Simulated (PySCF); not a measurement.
**Dipole moment and polarisability across levels of theory**

Species: 1,2-dimethoxyethane, C4H10O2.
SMILES: `COCCOC`

PySCF, dipoles from the SCF density, polarisabilities from static response with core orbitals frozen. One conformer (not necessarily the lowest) at the PBE0-D3(BJ)/def2-SVP geometry, without solvent, vibrations or thermal averaging.

The anisotropy is √(½[(α1 − α2)² + (α2 − α3)² + (α3 − α1)²]).

| level | α (au) | anisotropy (au) |
| --- | --- | --- |
| LDA/def2-SVPD | 66.99 | 23.10 |
| PBE/def2-SVPD | 66.04 | 23.07 |
| B3LYP/def2-SVPD | 63.52 | 21.40 |
| PBE0/def2-SVPD | 62.76 | 21.37 |
| BHandHLYP/def2-SVPD | 60.59 | 19.96 |
| CAM-B3LYP/def2-SVPD | 62.35 | 20.37 |
| wB97X-D/def2-SVPD | 62.09 | 20.17 |
| LC-wPBE/def2-SVPD | 60.64 | 19.57 |
| PBE0/6-31G* | 51.72 | 18.42 |
| PBE0/6-31+G* | 57.32 | 17.46 |
| PBE0/def2-SVP | 53.25 | 18.76 |
| PBE0/aug-cc-pVDZ | 64.50 | 22.52 |
| PBE0/def2-TZVP | 60.56 | 20.45 |

No reference polarisability is at hand; against PBE0 in the largest diffuse basis at hand (aug-cc-pVDZ) the other PBE0 rows deviate by 6-31G* -20%, 6-31+G* -11%, def2-SVP -17%, def2-SVPD -3%, def2-TZVP -6%. The dipole stays under 0.05 D at every level. In one basis (def2-SVPD) the functionals order the polarisability from BHandHLYP (lowest) to LDA (highest), a spread of 11%. With PBE0 the polarisability is 55.18 au without diffuse functions (mean of 6-31G*, def2-SVP and def2-TZVP) and 61.53 au with them (mean of 6-31+G*, def2-SVPD and aug-cc-pVDZ).
